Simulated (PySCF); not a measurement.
C3H6OS.
SMILES: `C=C[S@@](C)=O`

Computed with EOM-IP-CCSD/aug-cc-pVDZ in PySCF, restricted Hartree–Fock reference, 9 core orbitals frozen, non-relativistic, gas phase, PBE0-D3(BJ)/def2-SVP geometry.

Hartree–Fock orbital energies give these Koopmans values (eV): HOMO 9.82, HOMO-1 11.17, HOMO-2 11.60, HOMO-3 14.23, HOMO-4 14.37, HOMO-5 15.76, HOMO-6 15.91, HOMO-7 16.83.

Task: What vertical ionisation energies does EOM-IP-CCSD give?

Result: 
```
leading hole (HF orbital)  Koopmans (eV)  EOM-IP-CCSD (eV)  change (eV)  one-hole share
                     HOMO           9.82              8.79        -1.03            0.95
                   HOMO-2          11.60              9.96        -1.64            0.94
                   HOMO-1          11.17             10.74        -0.43            0.95
                   HOMO-3          14.23             12.72        -1.51            0.94
                   HOMO-4          14.37             13.11        -1.26            0.95
                   HOMO-5          15.76             14.40        -1.36            0.94
                   HOMO-6          15.91             14.53        -1.38            0.95
                   HOMO-7          16.83             15.43        -1.40            0.94
```

Task: Does the order of the lines follow the orbital energies?

Result: No: the HOMO-2 hole (9.96 eV) falls below the HOMO-1 hole (10.74 eV). The corrections run from -1.64 to -0.43 eV, with a mean of -1.25 eV over the 8 lines; no line lies above its Koopmans value.

Task: At what kinetic energies would He II light (40.81 eV) eject these electrons?

Result: 32.02 eV (HOMO), 30.85 eV (HOMO-2), 30.07 eV (HOMO-1), 28.09 eV (HOMO-3), 27.70 eV (HOMO-4), 26.41 eV (HOMO-5), 26.28 eV (HOMO-6), 25.38 eV (HOMO-7).

Task: What total energy has the lowest final state, and which wavelength reaches it?

Result: E(CCSD) + ionisation energy = -590.25160 + 0.32303 = -589.92857 Eh, at the geometry of the initial state. The threshold wavelength is 1239.84 eV nm/8.79 eV = 141.1 nm.

Lines less than 0.15 eV apart could change places at a higher level. One root was sought for each valence orbital with −ε under 21 eV, eight at most, so deeper holes and satellites are missing; no vibrational structure.

Conformer computed: `[CH2:1]=[CH:2][S@@:3]([CH3:4])=[O:5]`: C1–C2–S3–C4 -117°.

One conformer stands for the species.
